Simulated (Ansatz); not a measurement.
Ansatz (a first-principles code) input (HF/6-31G*):

Ansatz 0.2 input:
```yaml
crystal:
  periodic: [false, false, false]
  atoms:
    - {symbol: C, position_ang: [-0.00000000, -0.00000000, -0.47939004]}
    - {symbol: C, position_ang: [0.00000000, 0.00000000, 0.73560448]}
    - {symbol: H, position_ang: [-0.00000000, -0.00000000, -1.53728660]}
basis:
  gaussian:
    orbitals: 6-31G*
hamiltonian:
  xc: {name: HF}
magnetization: {spin_polarized: true, initial_magnetization: 1}
phonons: {temperatures: {t_min: 298.15, t_max: 298.15, t_step: 100}}
```

Output:

```
Functional definition: HF
integrals: 0.00 GiB planned
355 factors; integrals over basis functions are off by at most 2.8e-4 eV
mean field: 0.05 GiB planned
mean field evaluation 1: about -2070.2338 eV, gradient 1.3e1 eV
mean field evaluation 2: about -2070.2371 eV, gradient 1.3e1 eV
mean field evaluation 4: about -2071.6820 eV, gradient 3.2e0 eV
mean field evaluation 8: about -2072.0580 eV, gradient 9.3e-1 eV
mean field evaluation 16: about -2072.1494 eV, gradient 9.9e-6 eV
mean field evaluation 32: about -2071.6572 eV, gradient 1.2e-2 eV
mean field -2072.14941217 eV, -76.1500863440 hartree, gradient 9.9e-6 eV, S^2 1.186847; 2 other end points of the search recorded, 0 dependent functions left out
the calculation of the forces begins
reference -2072.14941217 eV, -76.1500863440 hartree; 7, 6 occupied and 25, 26 virtual orbitals, 355 factors
these checks for a lower state are left out or cut short: stability, starts, cluster_reference, orbital_swaps, neighbouring_geometries, increment
integrals: 0.00 GiB planned
355 factors; integrals over basis functions are off by at most 2.8e-4 eV
mean field: 0.05 GiB planned
mean field -2072.14940294 eV, -76.1500860048 hartree, gradient 2.2e-6 eV, S^2 1.186864; 0 other end points of the search recorded, 0 dependent functions left out
the calculation of the forces begins
reference -2072.14940294 eV, -76.1500860048 hartree; 7, 6 occupied and 25, 26 virtual orbitals, 355 factors
these checks for a lower state are left out or cut short: stability, starts, cluster_reference, orbital_swaps, neighbouring_geometries, increment
integrals: 0.00 GiB planned
355 factors; integrals over basis functions are off by at most 2.8e-4 eV
mean field: 0.05 GiB planned
mean field -2072.14940294 eV, -76.1500860048 hartree, gradient 2.2e-6 eV, S^2 1.186864; 0 other end points of the search recorded, 0 dependent functions left out
the calculation of the forces begins
reference -2072.14940294 eV, -76.1500860048 hartree; 7, 6 occupied and 25, 26 virtual orbitals, 355 factors
these checks for a lower state are left out or cut short: stability, starts, cluster_reference, orbital_swaps, neighbouring_geometries, increment
integrals: 0.00 GiB planned
355 factors; integrals over basis functions are off by at most 2.8e-4 eV
mean field: 0.05 GiB planned
mean field evaluation 64: about -2072.1468 eV, gradient 9.7e-2 eV
mean field -2072.14940294 eV, -76.1500860048 hartree, gradient 2.2e-6 eV, S^2 1.186864; 0 other end points of the search recorded, 0 dependent functions left out
the calculation of the forces begins
reference -2072.14940294 eV, -76.1500860048 hartree; 7, 6 occupied and 25, 26 virtual orbitals, 355 factors
these checks for a lower state are left out or cut short: stability, starts, cluster_reference, orbital_swaps, neighbouring_geometries, increment
integrals: 0.00 GiB planned
355 factors; integrals over basis functions are off by at most 2.8e-4 eV
mean field: 0.05 GiB planned
mean field -2072.14940294 eV, -76.1500860048 hartree, gradient 2.2e-6 eV, S^2 1.186864; 0 other end points of the search recorded, 0 dependent functions left out
the calculation of the forces begins
reference -2072.14940294 eV, -76.1500860048 hartree; 7, 6 occupied and 25, 26 virtual orbitals, 355 factors
these checks for a lower state are left out or cut short: stability, starts, cluster_reference, orbital_swaps, neighbouring_geometries, increment
integrals: 0.00 GiB planned
355 factors; integrals over basis functions are off by at most 2.8e-4 eV
mean field: 0.05 GiB planned
mean field -2072.14901756 eV, -76.1500718421 hartree, gradient 2.8e-6 eV, S^2 1.177617; 0 other end points of the search recorded, 0 dependent functions left out
the calculation of the forces begins
reference -2072.14901756 eV, -76.1500718421 hartree; 7, 6 occupied and 25, 26 virtual orbitals, 355 factors
these checks for a lower state are left out or cut short: stability, starts, cluster_reference, orbital_swaps, neighbouring_geometries, increment
integrals: 0.00 GiB planned
355 factors; integrals over basis functions are off by at most 2.8e-4 eV
mean field: 0.05 GiB planned
mean field -2072.14901991 eV, -76.1500719286 hartree, gradient 2.3e-6 eV, S^2 1.196155; 0 other end points of the search recorded, 0 dependent functions left out
the calculation of the forces begins
reference -2072.14901991 eV, -76.1500719286 hartree; 7, 6 occupied and 25, 26 virtual orbitals, 355 factors
these checks for a lower state are left out or cut short: stability, starts, cluster_reference, orbital_swaps, neighbouring_geometries, increment
integrals: 0.00 GiB planned
355 factors; integrals over basis functions are off by at most 2.8e-4 eV
mean field: 0.05 GiB planned
mean field evaluation 96: about -2072.1469 eV, gradient 8.9e-2 eV
mean field -2072.14941017 eV, -76.1500862705 hartree, gradient 2.2e-6 eV, S^2 1.186858; 0 other end points of the search recorded, 0 dependent functions left out
the calculation of the forces begins
reference -2072.14941017 eV, -76.1500862705 hartree; 7, 6 occupied and 25, 26 virtual orbitals, 355 factors
these checks for a lower state are left out or cut short: stability, starts, cluster_reference, orbital_swaps, neighbouring_geometries, increment
integrals: 0.00 GiB planned
355 factors; integrals over basis functions are off by at most 2.8e-4 eV
mean field: 0.05 GiB planned
mean field -2072.14941017 eV, -76.1500862705 hartree, gradient 2.2e-6 eV, S^2 1.186858; 0 other end points of the search recorded, 0 dependent functions left out
the calculation of the forces begins
reference -2072.14941017 eV, -76.1500862705 hartree; 7, 6 occupied and 25, 26 virtual orbitals, 355 factors
these checks for a lower state are left out or cut short: stability, starts, cluster_reference, orbital_swaps, neighbouring_geometries, increment
integrals: 0.00 GiB planned
355 factors; integrals over basis functions are off by at most 2.8e-4 eV
mean field: 0.05 GiB planned
mean field -2072.14941017 eV, -76.1500862705 hartree, gradient 2.2e-6 eV, S^2 1.186858; 0 other end points of the search recorded, 0 dependent functions left out
the calculation of the forces begins
reference -2072.14941017 eV, -76.1500862705 hartree; 7, 6 occupied and 25, 26 virtual orbitals, 355 factors
these checks for a lower state are left out or cut short: stability, starts, cluster_reference, orbital_swaps, neighbouring_geometries, increment
integrals: 0.00 GiB planned
355 factors; integrals over basis functions are off by at most 2.8e-4 eV
mean field: 0.05 GiB planned
mean field -2072.14941017 eV, -76.1500862705 hartree, gradient 2.2e-6 eV, S^2 1.186858; 0 other end points of the search recorded, 0 dependent functions left out
the calculation of the forces begins
reference -2072.14941017 eV, -76.1500862705 hartree; 7, 6 occupied and 25, 26 virtual orbitals, 355 factors
these checks for a lower state are left out or cut short: stability, starts, cluster_reference, orbital_swaps, neighbouring_geometries, increment
integrals: 0.00 GiB planned
355 factors; integrals over basis functions are off by at most 2.8e-4 eV
mean field: 0.05 GiB planned
mean field evaluation 128: about -2072.1465 eV, gradient 1.3e-1 eV
mean field -2072.14916323 eV, -76.1500771954 hartree, gradient 2.3e-6 eV, S^2 1.196226; 0 other end points of the search recorded, 0 dependent functions left out
the calculation of the forces begins
reference -2072.14916323 eV, -76.1500771954 hartree; 7, 6 occupied and 25, 26 virtual orbitals, 355 factors
these checks for a lower state are left out or cut short: stability, starts, cluster_reference, orbital_swaps, neighbouring_geometries, increment
integrals: 0.00 GiB planned
355 factors; integrals over basis functions are off by at most 2.8e-4 eV
mean field: 0.05 GiB planned
mean field -2072.14915972 eV, -76.1500770665 hartree, gradient 2.7e-6 eV, S^2 1.177544; 0 other end points of the search recorded, 0 dependent functions left out
the calculation of the forces begins
reference -2072.14915972 eV, -76.1500770665 hartree; 7, 6 occupied and 25, 26 virtual orbitals, 355 factors
these checks for a lower state are left out or cut short: stability, starts, cluster_reference, orbital_swaps, neighbouring_geometries, increment
integrals: 0.00 GiB planned
355 factors; integrals over basis functions are off by at most 2.8e-4 eV
mean field: 0.05 GiB planned
mean field -2072.14940953 eV, -76.1500862471 hartree, gradient 1.7e-6 eV, S^2 1.186849; 0 other end points of the search recorded, 0 dependent functions left out
the calculation of the forces begins
reference -2072.14940953 eV, -76.1500862471 hartree; 7, 6 occupied and 25, 26 virtual orbitals, 355 factors
these checks for a lower state are left out or cut short: stability, starts, cluster_reference, orbital_swaps, neighbouring_geometries, increment
integrals: 0.00 GiB planned
355 factors; integrals over basis functions are off by at most 2.8e-4 eV
mean field: 0.05 GiB planned
mean field -2072.14940953 eV, -76.1500862471 hartree, gradient 1.7e-6 eV, S^2 1.186849; 0 other end points of the search recorded, 0 dependent functions left out
the calculation of the forces begins
reference -2072.14940953 eV, -76.1500862471 hartree; 7, 6 occupied and 25, 26 virtual orbitals, 355 factors
these checks for a lower state are left out or cut short: stability, starts, cluster_reference, orbital_swaps, neighbouring_geometries, increment
integrals: 0.00 GiB planned
355 factors; integrals over basis functions are off by at most 2.8e-4 eV
mean field: 0.05 GiB planned
mean field evaluation 160: about -2072.1494 eV, gradient 1.7e-5 eV
mean field -2072.14940953 eV, -76.1500862471 hartree, gradient 1.7e-6 eV, S^2 1.186849; 0 other end points of the search recorded, 0 dependent functions left out
the calculation of the forces begins
reference -2072.14940953 eV, -76.1500862471 hartree; 7, 6 occupied and 25, 26 virtual orbitals, 355 factors
these checks for a lower state are left out or cut short: stability, starts, cluster_reference, orbital_swaps, neighbouring_geometries, increment
integrals: 0.00 GiB planned
355 factors; integrals over basis functions are off by at most 2.8e-4 eV
mean field: 0.05 GiB planned
mean field -2072.14940953 eV, -76.1500862471 hartree, gradient 1.7e-6 eV, S^2 1.186849; 0 other end points of the search recorded, 0 dependent functions left out
the calculation of the forces begins
reference -2072.14940953 eV, -76.1500862471 hartree; 7, 6 occupied and 25, 26 virtual orbitals, 355 factors
these checks for a lower state are left out or cut short: stability, starts, cluster_reference, orbital_swaps, neighbouring_geometries, increment
integrals: 0.00 GiB planned
355 factors; integrals over basis functions are off by at most 2.8e-4 eV
mean field: 0.05 GiB planned
mean field -2072.14927402 eV, -76.1500812669 hartree, gradient 2.2e-6 eV, S^2 1.186777; 0 other end points of the search recorded, 0 dependent functions left out
the calculation of the forces begins
reference -2072.14927402 eV, -76.1500812669 hartree; 7, 6 occupied and 25, 26 virtual orbitals, 355 factors
these checks for a lower state are left out or cut short: stability, starts, cluster_reference, orbital_swaps, neighbouring_geometries, increment
integrals: 0.00 GiB planned
355 factors; integrals over basis functions are off by at most 2.8e-4 eV
mean field: 0.05 GiB planned
mean field -2072.14927519 eV, -76.1500813099 hartree, gradient 2.2e-6 eV, S^2 1.186921; 0 other end points of the search recorded, 0 dependent functions left out
the calculation of the forces begins
reference -2072.14927519 eV, -76.1500813099 hartree; 7, 6 occupied and 25, 26 virtual orbitals, 355 factors
Total energy: -2072.14941217 eV, -76.1500863440 hartree
Atom 0 at    -0.000000    -0.000000    -0.479390 Å, force     0.000000     0.000000    -0.000037 eV/Å
Atom 1 at     0.000000     0.000000     0.735604 Å, force    -0.000000    -0.000000     0.000012 eV/Å
Atom 2 at    -0.000000    -0.000000    -1.537287 Å, force    -0.000000     0.000000     0.000025 eV/Å
Dipole moment:    -0.000000    -0.000000    -0.148973 e Å
Vibrations: 555.97 555.97 1851.09 3621.69 cm⁻¹, zero-point energy 0.408201 eV
```

The blocks after the first are displaced geometries, from whose forces the wavenumbers follow.

The determinant is spin-contaminated: <S^2> is 1.19 against 0.75 for a pure state.
